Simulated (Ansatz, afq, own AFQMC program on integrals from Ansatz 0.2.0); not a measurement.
H$_{2}$O, singlet: AFQMC among the cluster methods

```xyz
3

O     0.0000   -0.0584    0.0000
H     0.0000    0.4635   -0.6808
H     0.0000    0.4635    0.6808
```

Basis 6-31G. Only valence electrons are correlated. Integrals, coupled cluster, full CI and functionals: Ansatz 0.2.0; the random walks run on the same integrals in our own AFQMC program. ph-AFQMC/CISD is guided by a CISD state made of CCSD amplitudes; releasing the constraint for a short imaginary time cuts its bias at the price of noise, slowly where states lie close. Free AFQMC starts from the CCSD state and is never constrained. Its projection time is finite, and what remains of the start isn't in its error. Error bars are statistical, one sigma.

Determinant: RHF, the one that the program's search chose, which needn't be the lowest solution. The geometry is a point of a scan.

Full CI on the same integrals is exact in this basis and with this determinant's frozen core.

```
T1 diagnostic                               : 0.0052
weight of the determinant in the CISD state : 0.964
size of the correlated space                : 8 electrons in 12 orbitals
```

```
  level  correlation energy (eV)
    MP2                  -3.2280
   CCSD                  -3.4042
CCSD(T)                  -3.4241
```

Estimate where full CI lies against CCSD(T) on the same integrals.

1.1 kJ/mol below CCSD(T).

Reference: full CI, correlation energy -3.435 eV. The released energy is read at 2.40 1/Eh (meV from the phaseless value at times in 1/Eh: 1.0 ± 1.4 at 0.24, -0.1 ± 0.8 at 0.51, -0.2 ± 0.7 at 0.99, 0.7 ± 1.3 at 1.62, 0.1 ± 1.0 at 2.40).

```csv
level,E − E(reference) (kJ/mol),share of correlation (%)
CCSD(T),1.1,99.68
CCSDT,0.9,99.73
CCSDT(Q),0.0,100.01
CCSDTQ,0.0,100.00
ph-AFQMC/HF,-3.2 ± 2.1,100.95
ph-AFQMC/CISD,0.0 ± 0.2,99.99
released AFQMC,0.0 ± 0.1,99.99
free AFQMC,-0.1 ± 0.1,100.03
```

CCSDT and higher add their correlation energy to the determinant of the CCSD(T) run, since their own runs factorise the integrals more tightly (a shift of under 2 meV). Free projections are given only where their last times agree within the noise and don't stop above the reference; a slow remainder of the start can still hide under it. A walk keeps the symmetry of its determinant, which the program's search chose and which needn't be the lowest solution, so a lower state of the same spin and another symmetry isn't excluded. Released energies are given only where the last usable release times agree within the noise; a slower fall can still hide under it.
